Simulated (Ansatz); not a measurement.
Relaxation of C₃H₇NO (12 atoms, charge 0, multiplicity 1), to a largest force component of 0.015 eV/Å in at most 40 steps.

The calculation used RKS PBE/6-31G* in Ansatz.

```xyz
12
Properties=species:S:1:pos:R:3
C -0.883 -1.004 0.010
C 0.031 0.178 0.282
N 1.388 -0.301 0.223
C -0.060 1.286 -0.763
O -0.206 2.462 -0.495
H -1.966 -0.582 0.004
H -0.818 -1.746 0.757
H -0.712 -1.389 -0.993
H -0.170 0.624 1.312
H 1.891 0.167 -0.576
H 1.392 -1.305 -0.082
H -0.117 0.950 -1.795
```

Q: Where does it end, and by what steps?

A: It converged. After 15 steps the energy has fallen by 0.568 eV; H10 moved furthest, 0.86 Å.

```csv
step,energy less start (eV),largest force component (eV/Å),accepted
0,0.0000,2.817,yes
1,-0.1040,2.828,yes
2,-0.3440,1.165,yes
3,-0.3872,0.936,yes
4,-0.4658,0.461,yes
5,-0.5242,0.233,yes
6,-0.5571,0.130,yes
7,-0.5623,0.134,yes
8,-0.5570,0.472,no
9,-0.5621,0.433,no
10,-0.5659,0.087,yes
11,-0.5665,0.109,yes
12,-0.5676,0.024,yes
13,-0.5676,0.016,yes
14,-0.5677,0.016,yes
15,-0.5677,0.011,yes
```

```xyz
12
Properties=species:S:1:pos:R:3
C -1.022 -0.976 0.072
C 0.020 0.129 0.241
N 1.378 -0.449 0.164
C -0.096 1.197 -0.841
O -0.115 2.404 -0.654
H -2.042 -0.590 0.233
H -0.826 -1.786 0.792
H -0.979 -1.405 -0.947
H -0.085 0.622 1.223
H 2.079 0.299 0.252
H 1.521 -0.871 -0.765
H -0.064 0.766 -1.887
```

Whether the end is a true minimum wasn't checked by a vibrational analysis.

Run time: 58 s on 1 thread of Arm Neoverse V1, on a shared host, peak memory 0.17 GiB.
